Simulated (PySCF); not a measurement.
P4.
Numbering: `[p:1]12[p:2]3[p:3]1[p:4]23`

The closed-shell ground state was solved at several levels (PySCF, density fitting, gas phase, non-relativistic). Isolated species at its PBE0-D3(BJ)/def2-SVP geometry, gas phase. The dipole stays under 0.02 D at every level.

```
         level  basis functions  total energy (Eh)  HOMO (eV)  LUMO (eV)  gap (eV)
   HF/pcSseg-2              172         -1363.0327      -9.72       2.27     11.99
 BLYP/pcSseg-2              172         -1365.5415      -6.42      -1.49      4.93
B3LYP/pcSseg-2              172         -1365.5933      -7.38      -1.01      6.37
  KT2/pcSseg-2              172         -1376.9428      -6.69      -1.68      5.01
 BP86/pcSseg-2              172         -1365.6884      -6.74      -1.76      4.98
```

(1) Estimate the row for PBE/pcSseg-2, a basis of 172 functions; the other rows only guide the guess.

(2) Over all these levels, which gives the widest orbital gap and which the narrowest?

(3) In the pcSseg-2 basis, how does the gap go with the fixed share of exact exchange?

Results:

(1) Total energy -1364.9301 Eh, HOMO -6.66 eV, LUMO -1.68 eV, gap 4.98 eV.

(2) HF/pcSseg-2 (Hartree–Fock, all exact exchange) has the widest, 11.99 eV, and BLYP/pcSseg-2 (GGA) the narrowest, 4.93 eV. From the narrowest to the widest the HOMO moves by -3.30 eV and the LUMO by +3.76 eV.

(3) BLYP (0 %) 4.93 eV; BP86 (0 %) 4.98 eV; PBE (0 %) 4.98 eV; KT2 (0 %) 5.01 eV; B3LYP (20 %) 6.37 eV; HF (100 %) 11.99 eV. Each rise in the share widens the gap here.
